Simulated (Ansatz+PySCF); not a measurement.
Values are calculated unless marked as measured or tabulated.
**Several solutions for quintet HNO2 in separate pieces**

```xyz
4

N     0.0000    0.0000   -0.1308
H     0.0000    0.0000    0.9159
O    30.0000    0.0000   -2.1389
O    30.0000    0.0000    2.1389
```

Basis set: 6-31G (spherical functions). Charge 0, multiplicity 5.

CASSCF(4,4) was run from several starts with Ansatz (development build ahead of 0.2.0) and PySCF 2.14.0. The starts are those of the Hartree–Fock orbitals from which the active space was taken at the frontier.

| run | program | start | converged | energy (hartree) | <S²> |
| --- | --- | --- | --- | --- | --- |
| A | PySCF | program defaults | yes | -204.39189 | 6.00 |
| B | Ansatz | atomic start, no search | yes | -204.11569 | 6.00 |
| C | Ansatz | stability test followed | yes | -204.11571 | 6.00 |
| D | Ansatz | search for the lowest state | yes | -204.39197 | 6.00 |

(1) Which runs reached the lowest solution of this kind, and what is wrong with the others?

Answers

(1) A, D reached the lowest solution found or ended within 0.01 eV of it (a small difference can mark another solution nearby). Converged but too high: B by 7.52 eV, C by 7.52 eV. Convergence only shows a stationary point; in CASSCF the end hangs on which orbitals enter the active space. Caution: other starts end on other solutions of this active space.
